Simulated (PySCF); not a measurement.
**N2: one geometry, many levels of theory**

How much do the numbers for N2 (singlet) hang on the method? All levels run at one geometry, the PBE0 minimum.

Method: several methods, basis N def2-SVP, no relativity, density fitting; program: PySCF 2.14.0.

## (1) The starting structure

2 atoms, charge 0, spin multiplicity 1.

Bond lengths: N1–N2 1.098 Å.

```xyz
2
charge 0 multiplicity 1
N     0.0000    0.0000   -0.5489
N     0.0000    0.0000    0.5489
```

## (2) PBE0

The steps are one call of a driver around PySCF; scf.py gives each level's set-up. Each SCF starts from the density of the minimum. The driver also runs the species with one electron less or more at the same geometry (one less: multiplicity 2); their logs are not shown.

scf.py reads:

```python
from pyscf import gto, scf, dft
mol = gto.M(atom='''
N      0.000000     0.000000    -0.548878
N      0.000000    -0.000000     0.548878''',
    basis={'N': 'def2-SVP'},
    charge=0, spin=0)
mf = dft.RKS(mol, xc='PBE0')
mf.grids.atom_grid = (75, 302)
aux = {'N': 'def2-universal-JKFIT'}
mf = mf.density_fit(auxbasis=aux)
mf.conv_tol = 1e-08
mf.diis_space = 10
mf.max_cycle = 60
mf.verbose = 4
mf.kernel()
```

Command:

```bash
$ OMP_NUM_THREADS=1 python axn.py task.json out
```

## (3) HF

scf.py: that of step 2 with these lines changed.

```diff
@@ -7,2 +7 @@
-mf = dft.RKS(mol, xc='PBE0')
-mf.grids.atom_grid = (75, 302)
+mf = scf.RHF(mol)
```

## (4) PBE

scf.py: that of step 3 with these lines changed.

```diff
@@ -7 +7,2 @@
-mf = scf.RHF(mol)
+mf = dft.RKS(mol, xc='PBE')
+mf.grids.atom_grid = (75, 302)
```

## (5) CCSD(T)

scf.py: that of step 4 with these lines changed.

```diff
@@ -7,2 +7 @@
-mf = dft.RKS(mol, xc='PBE')
-mf.grids.atom_grid = (75, 302)
+mf = scf.RHF(mol)
@@ -15,0 +15,3 @@
+from pyscf import cc
+mycc = cc.CCSD(mf, frozen=2).run()
+mycc.ccsd_t()
```

## (6) r2SCAN

scf.py: that of step 5 with these lines changed.

```diff
@@ -7 +7,2 @@
-mf = scf.RHF(mol)
+mf = dft.RKS(mol, xc='R2SCAN')
+mf.grids.atom_grid = (90, 434)
@@ -15,3 +15,0 @@
-from pyscf import cc
-mycc = cc.CCSD(mf, frozen=2).run()
-mycc.ccsd_t()
```

## (7) B3LYP

scf.py: that of step 6 with these lines changed.

```diff
@@ -7,2 +7,2 @@
-mf = dft.RKS(mol, xc='R2SCAN')
-mf.grids.atom_grid = (90, 434)
+mf = dft.RKS(mol, xc='B3LYP')
+mf.grids.atom_grid = (75, 302)
```

## (8) TPSSh

scf.py: that of step 7 with these lines changed.

```diff
@@ -7,2 +7,2 @@
-mf = dft.RKS(mol, xc='B3LYP')
-mf.grids.atom_grid = (75, 302)
+mf = dft.RKS(mol, xc='TPSSH')
+mf.grids.atom_grid = (90, 434)
```

## (9) wB97X

scf.py: that of step 8 with these lines changed.

```diff
@@ -7,2 +7,2 @@
-mf = dft.RKS(mol, xc='TPSSH')
-mf.grids.atom_grid = (90, 434)
+mf = dft.RKS(mol, xc='WB97X')
+mf.grids.atom_grid = (75, 302)
```

## (10) HSE06

scf.py: that of step 9 with these lines changed.

```diff
@@ -7 +7 @@
-mf = dft.RKS(mol, xc='WB97X')
+mf = dft.RKS(mol, xc='HSE06')
```

(Steps that only read results are left out.)

Before running it: what results should come out? Wanted: atomisation energy, range; vertical ionisation energy, CCSD(T); orbital gap, range; T1, D1; T1, D1 of the cation.

**Answer**, as computed:

| quantity | value |
| --- | --- |
| atomisation energy, range | 470 (HF) to 1017 (PBE) kJ/mol |
| vertical ionisation energy, CCSD(T) | 15.26 eV |
| orbital gap, range | 8.32 (PBE) to 21.33 (HF) eV |
| T1, D1 | 0.013, 0.026 |
| T1, D1 of the cation | 0.021, 0.053 |

The atomisation energy spreads over 547 kJ/mol, from HF to PBE; without a CCSD(T) value for it there is no yardstick here. Against CCSD(T), the vertical ionisation energy is best met by PBE (+0.08 eV) and worst by wB97X (+0.68 eV). In so small a basis CCSD(T) is itself short of its limit. PBE costs 0.6 s against 1.4 s for CCSD(T), a factor of about 2.3, and lands within 0.08 eV. The PBE orbital energy is a poor guide to ionisation (10.0 eV, 5.3 eV too small); the difference of PBE energies gives 15.3 eV.
